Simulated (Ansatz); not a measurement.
# YGe₂Ru₂ (I4/mmm)

Theory: DFT PBEsol, scalar-relativistic, plane waves, PAW in Ansatz.

Plane waves to 420 eV, a k mesh through Γ of 12×12×12 on the computed 5-atom cell and Gaussian smearing (0.10 eV); no spin polarisation.

The structure is relaxed at this level of theory with its symmetry kept. Whether it is the stable form of this composition wasn't checked.

```cif
data_structure
_symmetry_space_group_name_H-M 'P 1'
_symmetry_Int_Tables_number 1
_cell_length_a 5.7307
_cell_length_b 5.7307
_cell_length_c 5.7307
_cell_angle_alpha 136.968
_cell_angle_beta 136.968
_cell_angle_gamma 62.487
_cell_volume 86.58
loop_
_atom_site_label
_atom_site_type_symbol
_atom_site_fract_x
_atom_site_fract_y
_atom_site_fract_z
_atom_site_occupancy
Y1 Y 0.00000 0.00000 0.00000 1
Ge1 Ge 0.37067 0.37067 0.00000 1
Ge2 Ge 0.62933 0.62933 0.00000 1
Ru1 Ru 0.75000 0.25000 0.50000 1
Ru2 Ru 0.25000 0.75000 0.50000 1
```

Question: Formation energy from the elements' standard states (uncorrected)?

Answer: -0.668 eV/atom.

Question: Density of states at the Fermi level?

Answer: 3.07 states/eV per cell.

Question: Löwdin character within 0.5 eV of the Fermi level?

Answer: Ru 4d 58 %, Y 4d 21 %, Ge 4p 12 %.

Question: Bulk modulus?

Answer: 147 GPa.

Question: Its pressure derivative?

Answer: 4.9.

Question: Bader charges (e)?

Answer: Y (1 in the cell) 1.68, Ge (2 in the cell) -0.18, Ru (2 in the cell) -0.66.

Cost: 6 runs of about 17 core-minutes in all, on Arm Neoverse V1 (shared hosts).